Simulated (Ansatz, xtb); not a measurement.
# Loss of H2: C2H5F → C2H3F + H2

Species: C2H5F `CCF`, singlet; C2H3F `C=CF`, singlet; H2 (hydrogen), singlet. 

Shapes, held fixed at every level: PBE0-D4/def2-TZVP. Programs: Ansatz 0.2.0, xtb 6.7.1. The zero-point and thermal change to 298 K, harmonic and unscaled (PBE0-D4/def2-TZVP), is -28.9 kJ/mol.

(1) Estimate ΔH(298 K) of this reaction.

Results:

(1) The highest level, CCSD(T)/CBS estimate, gives ΔH(298 K) = +132.0 kJ/mol; the levels span +132.0 to +196.1. GFN1-xTB strays far from the other rows. The column of differences is taken from that level and isn't an error. No measured value is set beside it here. The CBS estimate extrapolates MP2 from def2-TZVPP and def2-QZVPP and adds CCSD(T) − MP2 in the triple-zeta set, cores frozen; for H2 it overshoots the exact energy by about 1 mEh.

```tsv
level	kind	ΔH(298 K) (kJ/mol)	less CCSD(T)/CBS estimate
GFN1-xTB	semi-empirical	+196.1	+64.1
BHLYP-D4/def2-TZVPP	global hybrid	+142.0	+10.0
PBE0-D4/def2-TZVPP	global hybrid	+144.7	+12.7
r2SCAN0-D4/def2-TZVPP	global hybrid	+145.6	+13.6
wB97M-V/def2-TZVPP	range-separated hybrid	+133.8	+1.8
MP2/def2-TZVPP	perturbation theory	+136.1	+4.1
CCSD(T)/def2-SVP	coupled cluster or CI	+136.2	+4.2
CCSD/def2-SVP	coupled cluster or CI	+141.3	+9.3
CCSD(T)/CBS estimate	coupled cluster or CI	+132.0	0.0
```
